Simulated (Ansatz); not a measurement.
Worked example: C3H4 + C2H5Mg → C3H3 + C2H6Mg

Species: C3H4 `C#CC`, singlet; C2H5Mg `C[CH2][Mg]`, doublet; C3H3 (propargyl radical) `[CH]=C=C`, doublet; C2H6Mg `C[CH2][MgH]`, singlet. A radical takes H: the energy is the difference in strength between the C–H bond broken and the Mg–H bond made.

Shapes, held fixed at every level: PBE0-D4/def2-TZVP. Programs: Ansatz 0.2.0. The zero-point and thermal change to 298 K, harmonic and unscaled (PBE0-D4/def2-TZVP), is -21.6 kJ/mol.

At B2PLYP/def2-TZVPP; 1 Eh = 2625.50 kJ/mol:

```
species  energy (Eh)
   C3H4  -116.592384
 C2H5Mg  -279.136382
   C3H3  -115.939094
 C2H6Mg  -279.746395
```

**Question.** Work out ΔH(298 K) of the reaction at this level.

**Answer.** 
1. Products less reactants: (-115.939094) + (-279.746395) − [(-116.592384) + (-279.136382)] = 0.043277 Eh = +113.6 kJ/mol.
2. With the thermal change: +113.6 + (-21.6) = +92.0 kJ/mol.

Other levels give +67.6 (HF/def2-TZVPP) to +106.3 kJ/mol (SPW92/def2-TZVPP). No measured value is set beside it here. Spin contamination: C3H3 (⟨S²⟩ up to 0.96). Open shells run unrestricted. Outer-core shells of Mg are correlated, in sets that cover them unevenly. The median of the other levels is +82.6 kJ/mol.
